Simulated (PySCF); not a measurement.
# CH4Si (SMILES C[SiH]): a chain of runs

We compute a series of 18 runs (PBE0-D4/def2-TZVP, CCSD(T)/def2-TZVPP, RI-MP2/def2-QZVPP, PBE-D4/def2-TZVPP, r2SCAN-D4/def2-TZVPP, B3LYP-D4/def2-TZVPP, PBE0-D4/def2-TZVPP, wB97M-V/def2-TZVPP, and more) of CH4Si. Input form: a Python script.

Program for the calculation: PySCF 2.14.0.

1 further run of the same task is left out (for a faulty analytic Hessian).

## 1. The molecule

CH4Si has 6 atoms, charge 0, and is taken as a singlet. SMILES: `C[SiH]`. All atoms were displaced at random from a relaxed shape. The run starts from this shape.

Bond lengths: C1–Si2 1.851 Å, C1–H3 1.058 Å, C1–H4 1.162 Å, C1–H5 1.166 Å, Si2–H6 1.529 Å. Angles: C1–Si2–H6 93.1°, Si2–C1–H3 115.7°, Si2–C1–H4 109.8°, Si2–C1–H5 110.6°, H3–C1–H4 109.1°, H3–C1–H5 107.8°, H4–C1–H5 103.1°.

## 2. A structure relaxation at PBE0-D4/def2-TZVP (density fitting with def2-universal-jkfit) (run 1)

Contents of start.xyz:

```xyz
6
CH4Si
C     -0.144881    -0.343545    -0.299677
Si     0.924935     0.195478     1.111875
H     -1.175709    -0.437920    -0.083330
H      0.247487    -1.349044    -0.729844
H     -0.035252     0.389240    -1.199962
H      0.190166     1.526661     1.268247
```

Contents of run.py:

```python
from pyscf import gto, dft
from pyscf.geomopt.geometric_solver import kernel as optimise

mol = gto.Mole()
mol.atom = 'start.xyz'
mol.verbose = 3
mol.max_memory = 1860
mol.basis = 'def2-tzvp'
mol.spin = 0
mol.build()

mf = dft.RKS(mol)
mf.xc = 'pbe0'
mf = mf.density_fit(auxbasis='def2-universal-jkfit')
mf.grids.level = 4
mf.conv_tol = 1e-09
mf.max_cycle = 100
mf.disp = 'd4'
converged, mol_eq = optimise(mf, maxsteps=100)
print('converged:', converged)
print(mol_eq.tostring())

mf.reset(mol_eq)
mol = mol_eq
mf.kernel()
e_tot = mf.e_tot
print('E = %.10f Eh' % e_tot)
```

Run with:

```
$ OMP_NUM_THREADS=1 python run.py
```

Output:

```text
maxiter                   100
----------------------------------------------------------
Custom engine selected.
Bonds will be generated from interatomic distances less than 1.20 times sum of covalent radii
18 internal coordinates being used (instead of 18 Cartesians)
Internal coordinate system (atoms numbered from 1):
Distance 1-2
Distance 1-3
Distance 1-4
Distance 1-5
Distance 2-6
Angle 2-1-3
Angle 2-1-4
Angle 2-1-5
Angle 3-1-4
Angle 3-1-5
Angle 4-1-5
Angle 1-2-6
Dihedral 3-1-2-6
Dihedral 4-1-2-6
Dihedral 5-1-2-6
Translation-X 1-6
Translation-Y 1-6
Translation-Z 1-6
Rotation-A 1-6
Rotation-B 1-6
Rotation-C 1-6
> ===== Optimization Info: ====
> Job type: Energy minimization
> Maximum number of optimization cycles: 100
> Initial / maximum trust radius (Angstrom): 0.100 / 0.300
> Convergence Criteria:
> Will converge when all 5 criteria are reached:
>  |Delta-E| < 1.00e-06
>  RMS-Grad  < 3.00e-04
>  Max-Grad  < 4.50e-04
>  RMS-Disp  < 1.20e-03
>  Max-Disp  < 1.80e-03
> === End Optimization Info ===

[... 10 lines left out ...]
WARN: Mole.unit (angstrom) is changed to Bohr
[... 1 line left out ...]
converged SCF energy = -329.776730560409
[... 10 lines left out ...]
Step    0 : Gradient = 3.853e-02/7.496e-02 (rms/max) Energy = -329.7767305604
[... 11 lines left out ...]
converged SCF energy = -329.783822784604
[... 22 lines left out ...]
converged SCF energy = -329.784180456632
[... 22 lines left out ...]
converged SCF energy = -329.784252730111
[... 22 lines left out ...]
converged SCF energy = -329.784258796863
[... 22 lines left out ...]
converged SCF energy = -329.784260468989
[... 22 lines left out ...]
converged SCF energy = -329.784261141787
[... 12 lines left out ...]
Converged! =D
[... 1 line left out ...]
converged: True
C          -0.10138609       -0.37530699       -0.35054426
Si          0.95350951        0.23059263        1.09895797
H          -1.16239320       -0.40101222       -0.07597301
H           0.19625509       -1.35178407       -0.73422924
H          -0.02583623        0.35956449       -1.16397715
H           0.14753809        1.51753249        1.29411189
converged SCF energy = -329.784261141783
E = -329.7842611418 Eh
```

Wall time 1.9 min (1 thread of Arm Neoverse V1, shared host); peak memory 0.87 GiB.

Steps, from the record of the run:

| step | energy from the first frame kept (eV) | largest force (eV/Å) |
| --- | --- | --- |
| 0 | 0.0000 | 3.8546 |
| 1 | -0.1930 | 0.4778 |
| 2 | -0.2027 | 0.0911 |
| 3 | -0.2047 | 0.0300 |
| 4 | -0.2049 | 0.0144 |
| 5 | -0.2049 | 0.0142 |
| 6 | -0.2049 | 0.0138 |

After the run. Bond lengths: C1–Si2 1.892 Å, C1–H3 1.096 Å, C1–H4 1.091 Å, C1–H5 1.099 Å, Si2–H6 1.531 Å. Angles: C1–Si2–H6 94.2°, Si2–C1–H3 110.8°, Si2–C1–H4 113.8°, Si2–C1–H5 108.3°, H3–C1–H4 109.3°, H3–C1–H5 105.5°, H4–C1–H5 108.6°.

## 3. A single-point energy at CCSD(T)/def2-TZVPP (run 3)

Contents of run.py:

```python
from pyscf import gto, scf, cc

system = gto.M(
    atom='''
C   -0.101386  -0.375307  -0.350544
Si   0.953510   0.230593   1.098958
H   -1.162393  -0.401012  -0.075973
H    0.196255  -1.351784  -0.734229
H   -0.025836   0.359564  -1.163977
H    0.147538   1.517532   1.294112
''',
    verbose=3,
    max_memory=1860,
    basis='def2-tzvpp',
)

mf = scf.RHF(system)
mf.conv_tol = 1e-10
mf.kernel()
if not mf.converged:
    mf = mf.newton().run(mf.mo_coeff, mf.mo_occ)

mycc = cc.CCSD(mf, frozen=6)
mycc.kernel()
e_t = mycc.ccsd_t()
etot = mycc.e_tot + e_t
print('E = %.10f Eh' % etot)
```

Run with:

```
$ OMP_NUM_THREADS=1 python run.py
```

Output:

```text
converged SCF energy = -329.088675388543
E(CCSD) = -329.4105567338004  E_corr = -0.3218813452573549
CCSD(T) correction = -0.0117110826274608
E = -329.4222678164 Eh
```

Wall time 94 s (1 thread of Arm Neoverse V1, shared host); peak memory 1.8 GiB.

Run 4 isn't shown in full; the table further down has it.

## 4. A single-point energy at PBE-D4/def2-TZVPP (run 5)

Contents of input.py:

```python
from pyscf import gto, dft

system = gto.M(
    atom='''
C   -0.101386  -0.375307  -0.350544
Si   0.953510   0.230593   1.098958
H   -1.162393  -0.401012  -0.075973
H    0.196255  -1.351784  -0.734229
H   -0.025836   0.359564  -1.163977
H    0.147538   1.517532   1.294112
''',
    basis='def2-tzvpp',
    verbose=3,
    spin=0,
    max_memory=1860,
    charge=0,
)

ks = dft.RKS(system)
ks.xc = 'pbe'
ks.disp = 'd4'
ks.conv_tol = 1e-10
ks.grids.level = 5
ks.kernel()
if not ks.converged:
    ks = ks.newton().run(ks.mo_coeff, ks.mo_occ)

etot = ks.e_tot
print(f'total energy: {etot:.8f} hartree')
```

Run with:

```
$ OMP_NUM_THREADS=1 python input.py
```

Output:

```text
converged SCF energy = -329.750583908352
total energy: -329.75058391 hartree
```

Run time: 27 s. Hardware: 1 thread of Arm Neoverse V1, shared host; peak memory 0.73 GiB.

Runs 6 to 18 aren't shown in full; the table further down has their settings and results.

## 5. The doublet cation: a single-point energy at UB3LYP/6-31G(d) (spherical functions) (run 19)

Contents of calc.py:

```python
from pyscf import gto, dft

system = gto.Mole()
system.atom = [
    ('C', (-0.101386, -0.375307, -0.350544)),
    ('Si', (0.953510, 0.230593, 1.098958)),
    ('H', (-1.162393, -0.401012, -0.075973)),
    ('H', (0.196255, -1.351784, -0.734229)),
    ('H', (-0.025836, 0.359564, -1.163977)),
    ('H', (0.147538, 1.517532, 1.294112)),
]
system.spin = 1
system.verbose = 3
system.max_memory = 1860
system.charge = 1
system.basis = '6-31g*'
system.build()

mf = dft.UKS(system, xc='b3lyp')
mf.grids.level = 5
mf.conv_tol = 1e-10
mf.kernel()
if not mf.converged:
    mf = mf.newton().run(mf.mo_coeff, mf.mo_occ)

energy = mf.e_tot
print(f'total energy: {energy:.8f} hartree')
```

Run with:

```
$ OMP_NUM_THREADS=1 python calc.py
```

Output:

```text
converged SCF energy = -329.622200262729  <S^2> = 0.75251462  2S+1 = 2.002513
total energy: -329.62220026 hartree
```

Run time: 9.9 s. Hardware: 1 thread of Arm Neoverse V1, shared host; peak memory 0.26 GiB.

## 6. Overview of the runs

| run | level | task | integral approximation | partner | energy (Eh) | dipole moment (D) of the reference | HOMO energy (eV) | LUMO energy (eV) | wall time |
| --- | --- | --- | --- | --- | --- | --- | --- | --- | --- |
| 1 | PBE0-D4/def2-TZVP (density fitting with def2-universal-jkfit) | optimise | def2-universal-jkfit | base | -329.784261 | 1.16 | -6.30 | -2.53 | 1.9 min |
| 3 | CCSD(T)/def2-TZVPP | energy | none | base | -329.422268 | 1.11 | -8.67 | 0.68 | 94 s |
| 4 | RI-MP2/def2-QZVPP (density fitting with def2-universal-jkfit) | energy | def2-universal-jkfit | base | -329.401657 | 1.14 | -8.68 | 0.56 | 4.2 s |
| 5 | PBE-D4/def2-TZVPP | energy | none | base | -329.750584 | 1.18 | -5.26 | -3.41 | 27 s |
| 6 | r2SCAN-D4/def2-TZVPP | energy | none | base | -329.900491 | 1.24 | -5.45 | -3.24 | 63 s |
| 7 | B3LYP-D4/def2-TZVPP | energy | none | base | -329.992762 | 1.04 | -6.14 | -2.72 | 26 s |
| 8 | PBE0-D4/def2-TZVPP | energy | none | base | -329.785464 | 1.16 | -6.30 | -2.53 | 25 s |
| 9 | wB97M-V/def2-TZVPP | energy | none | base | -329.910442 | 0.98 | -8.39 | -0.53 | 1.8 min |
| 10 | B2PLYP/def2-TZVPP | energy | none | base | -329.797490 | 1.04 | -7.18 | -1.29 | 32 s |
| 11 | SVWN5/def2-TZVPP | energy | none | base | -328.403544 | 1.22 | -5.31 | -3.59 | 25 s |
| 12 | M06-2X/def2-TZVPP | energy | none | base | -329.915401 | 0.97 | -7.29 | -1.64 | 64 s |
| 13 | B3LYP/6-31G* (spherical functions) | energy | none | base | -329.939035 | 1.31 | -5.99 | -2.63 | 5.4 s |
| 14 | HF/STO-3G | energy | none | base | -325.263573 | 0.15 | -6.03 | 6.15 | 0.88 s |
| 15 | UPBE-D4/def2-TZVPP | energy | none | cation | -329.436104 | – | -13.35 | -11.72 | 42 s |
| 16 | UB3LYP-D4/def2-TZVPP | energy | none | cation | -329.672317 | – | -14.32 | -11.20 | 48 s |
| 17 | UPBE0-D4/def2-TZVPP | energy | none | cation | -329.469570 | – | -14.60 | -10.77 | 51 s |
| 18 | U-wB97M-V/def2-TZVPP (density fitting with def2-universal-jkfit) | energy | def2-universal-jkfit | cation | -329.590569 | – | -16.46 | -8.98 | 2.4 min |
| 19 | UB3LYP/6-31G* (spherical functions) | energy | none | cation | -329.622200 | – | -14.32 | -11.20 | 9.9 s |

## 7. Outcome

```
                                                               quantity          value
                                   doublet cation, run 19: total energy  -329.62220 Eh
             doublet cation, run 19: HOMO energy (highest over α and β)      -14.32 eV
              doublet cation, run 19: LUMO energy (lowest over α and β)      -11.20 eV
                                           doublet cation, run 19: ⟨S²⟩          0.753
  vertical ionisation energy (to the doublet cation), PBE-D4/def2-TZVPP       8.557 eV
vertical ionisation energy (to the doublet cation), B3LYP-D4/def2-TZVPP       8.720 eV
 vertical ionisation energy (to the doublet cation), PBE0-D4/def2-TZVPP       8.596 eV
       vertical ionisation energy (to the doublet cation), B3LYP/6-31G*       8.622 eV
```

In words: At PBE-D4/def2-TZVPP: removing an electron at fixed nuclei costs 8.56 eV (197 kcal/mol). The negative HOMO energy of the first species, 5.26 eV, lies 3.30 eV below that difference. At B3LYP-D4/def2-TZVPP: the vertical ionisation energy comes to 8.72 eV (201 kcal/mol). −ε(HOMO) before ionisation, 6.14 eV, is 2.58 eV below this ionisation energy. At PBE0-D4/def2-TZVPP: the vertical ionisation energy comes to 8.60 eV (829 kJ/mol). The negative HOMO energy of the first species, 6.30 eV, lies 2.29 eV below that difference. Totals of different functionals can't be ranked against each other. In run 14 the basis is minimal, so the values are rough. All runs together took 15 min, the longest 2.4 min.
